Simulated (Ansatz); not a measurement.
# HS₂O− (SMILES [S-]OS): functionals against CCSD(T) at one geometry

The task here is to estimate one member of a computed series from the others.

The runs use Ansatz 0.2.0, Gaussian basis; single points in def2-TZVPPD.

Cores are frozen in the correlated methods.

### Starting geometry

4 atoms, charge -1, spin multiplicity 1.

Atoms are counted from 1 here; the program's logs count them from 0.

Bond lengths: S1–O2 1.676 Å, O2–S3 1.652 Å, S3–H4 1.330 Å. Angles: S1–O2–S3 122.9°, O2–S3–H4 98.7°.

As a file:

```
S    -1.6703   -0.1888    0.8305
O    -0.1998    0.5715    0.5687
S     0.6613    0.4018   -0.8305
H     1.1851   -0.7991   -0.5991
```

The first run:

Input file run/in.yaml:

```yaml
crystal:
  periodic: [false, false, false]
  atoms:
    - {symbol: S, position_ang: [-1.670300, -0.188800, 0.830500]}
    - {symbol: O, position_ang: [-0.199800, 0.571500, 0.568700]}
    - {symbol: S, position_ang: [0.661300, 0.401800, -0.830500]}
    - {symbol: H, position_ang: [1.185100, -0.799100, -0.599100]}
basis:
  gaussian: {orbitals: "def2-TZVPPD.json"}
total_charge: -1
correlation: {method: ccsd_t}
output: {forces: true}
```

The basis file named in the input lies beside it (Basis Set Exchange, JSON).

The command line of these runs was not kept.

Steps of the session up to this table: CCSD(T)/def2-TZVPPD; PBE0-D4/def2-TZVPPD; wB97M-V/def2-TZVPPD; r2SCAN-D4/def2-TZVPPD; PBE-D4/def2-TZVPPD; r2SCANh-D4/def2-TZVPPD; wB97X-V/def2-TZVPPD.

One table of the session follows, with a row left open; its other results are not shown here.

```
    method  RMS force component (eV/Å)  angle to CCSD(T) forces (°)
   CCSD(T)                       0.891                    reference
   PBE0-D4                       0.695                         11.5
   wB97M-V                       0.834                         11.8
 r2SCAN-D4                       0.722                         15.4
    PBE-D4                       0.828                         28.0
r2SCANh-D4                       0.686                          7.4
   wB97X-V                           ?                            ?
```

**Question.** Estimate the row for wB97X-V.

The run gave: RMS force component (eV/Å): 0.852; angle to CCSD(T) forces (°): 14.3. In the column «RMS force component (eV/Å)» it lies between wB97M-V (0.834) and CCSD(T) (0.891).
